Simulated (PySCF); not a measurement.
# HNOS (Thionylimide): the cost of one run

Programs: PySCF 2.14.0, with density-fitted response routines of our own. Each step states its level of theory. These are calculated values for one molecule in the gas phase, unless marked as measured. Atoms are numbered from 0 throughout.

## Step 1: The starting structure

4 atoms, charge 0, multiplicity 1; geometry from: MMFF94s. The atoms were then displaced at random by about 0.03 Å, so the start is not that level's minimum.

Bonds of the start (Å): N0–S1 1.64, S1–O2 1.69, N0–H3 1.01.

## Step 2: Relaxing the molecule at PBE0-D3(BJ)/def2-SVP

What the job is given:

```
{"job": {"xc": "PBE0", "basis": "def2-SVP", "d3": "d3bj", "grid": 1, "shake": 0.03, "kind": "geom"}, "charge": 0, "multiplicity": 1}
N     -0.245070     0.362950    -1.275000
S     -0.110560    -1.087050    -0.517650
O     -1.519970    -2.008060    -0.661650
H     -1.123130     0.587820    -1.730510
```

The run is started by

```console
$ OMP_NUM_THREADS=1 python probes_run.py task.json out
```

The driver reads the jobs from task.json and runs them one after another.

**Question.** How long does this first job take on 1 thread of Arm Neoverse V1, shared host, and how much memory does it need?

About 9.2 s, with a peak of 0.25 GiB.
